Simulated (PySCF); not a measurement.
Can point charges reproduce the dipole moment of fluoromethylsilane, `C[SiH2]F`?

Coordinates (PBE0-D3(BJ)/def2-TZVP, Å) and charges (e) from the PBE0/pcSseg-2 density (PySCF):

```tsv
atom	x	y	z	Mulliken	IAO	Hirshfeld	ESP-fitted
C1	-0.904	0.137	-0.354	-0.3010	-0.7757	-0.2226	-0.6280
Si2	0.806	-0.165	0.293	+0.8897	+1.1308	+0.4336	+0.8206
F3	1.429	1.218	0.813	-0.4221	-0.5477	-0.2102	-0.3364
H4	-1.558	0.530	0.428	+0.0578	+0.1693	+0.0537	+0.1678
H5	-0.890	0.847	-1.183	+0.0577	+0.1694	+0.0537	+0.1683
H6	-1.336	-0.801	-0.718	+0.0444	+0.1697	+0.0534	+0.1435
H7	1.704	-0.684	-0.769	-0.1633	-0.1579	-0.0808	-0.1685
H8	0.796	-1.104	1.443	-0.1633	-0.1579	-0.0809	-0.1673
```

Question: Form Σ q r in debye for every column and set it beside the full dipole.

Answer: The full density gives (-1.31, -1.00, -0.73) D, 1.80 D in size; dipole vectors point from the negative to the positive end.

```csv
scheme,μx,μy,μz,size (D),share of the full size (%),angle to the full dipole (°)
Mulliken,-1.07,-1.76,-0.78,2.20,122,20
IAO,-0.99,-2.79,-0.94,3.10,172,32
Hirshfeld,-0.74,-0.88,-0.47,1.24,69,12
ESP-fitted,-1.32,-1.03,-0.74,1.83,101,1
```

Question: Which set comes closest?

Answer: Length of the difference vector: ESP-fitted 0.03 D, Hirshfeld 0.64 D, Mulliken 0.80 D, IAO 1.83 D. Closest: ESP-fitted. ESP charges are fitted to the potential around the molecule, whose slowest-falling term is the dipole's. The schemes that divide the density aren't constrained to reproduce the dipole.

Question: What is left for the Hirshfeld atoms' own dipoles?

Answer: The Hirshfeld atoms' densities add up to the full density, so μ = Σ q r + Σ (atomic dipoles). The atomic dipoles sum to (-1.31, -1.00, -0.73) − (-0.74, -0.88, -0.47) = (-0.57, -0.12, -0.26) D, 0.64 D in size.

Question: With the origin at the mean of the coordinates, (0.006, -0.003, -0.006) Å, which are the largest single terms, by size, of the ESP-fitted dipole along the direction of the full one?

Answer: F3 +3.30, Si2 -2.42, C1 -2.19, H6 +1.18, H4 +0.54 D; all 8 atoms together +1.83 D. The single terms depend on the origin, their sum doesn't.

Question: Give the size of the full dipole in other units.

Answer: 1.80 D = 0.710 au = 0.376 e·Å = 6.02 × 10⁻³⁰ C·m.

Geometry: PBE0-D3(BJ)/def2-TZVP; no solvent, vibrations or thermal averaging.
